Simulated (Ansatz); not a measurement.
Ideal-gas functions of CH₅FSi, SMILES `C[SiH2]F` at 600 K and 1 bar, from an Ansatz frequency run at PBE0-D4/def2-TZVP.

Molar mass 64.13 g/mol, point group Cs (symmetry number 1), electronic degeneracy 1, moments of inertia 25.353, 75.456, 91.701 u Å². Harmonic wavenumbers (cm⁻¹, unscaled): 160, 244, 501, 683, 732, 766, 864, 880, 953, 973, 1281, 1443, 1448, 2234, 2235, 3051, 3134, 3144.

Use S(trans) = R[1.5 ln M + 2.5 ln T − 1.1517]; rotational temperatures θ = 24.2544 K / I; S(rot) = R[ln(√π/σ · √(T³/θAθBθC)) + 1.5]; for each mode x = 1.438777 ν̃/T, S = R[x/(eˣ − 1) − ln(1 − e⁻ˣ)] and H = RT x/(eˣ − 1); 1 cm⁻¹ = 0.0119627 kJ/mol; R = 8.31446 J/(mol·K).

Problem. By hand: the entropy, in J/(mol·K).

Solution. Translation 175.3. Rotation: θ = 0.9567, 0.3214, 0.2645 K, giving 107.4. Vibration, mode by mode: 16.33, 12.89, 7.27, 5.08, 4.63, 4.34, 3.60, 3.49, 3.04, 2.93, 1.64, 1.20, 1.19, 0.25, 0.25, 0.05, 0.04, 0.04, in all 68.3. Electronic 0.0. Sum 351.0 J/(mol·K).

Problem. By hand: H − E and G − E in kJ/mol, counted from the electronic energy.

Solution. Zero-point energy ½ × 24726 × 0.0119627 = 147.9; thermal vibration 23.5; translation, rotation and pV give 4 RT = 20.0. H − E = 191.4 kJ/mol, and G − E = 191.4 − 600 × 351.0/1000 = -19.2 kJ/mol.

Vibration gives 19 % of the entropy.
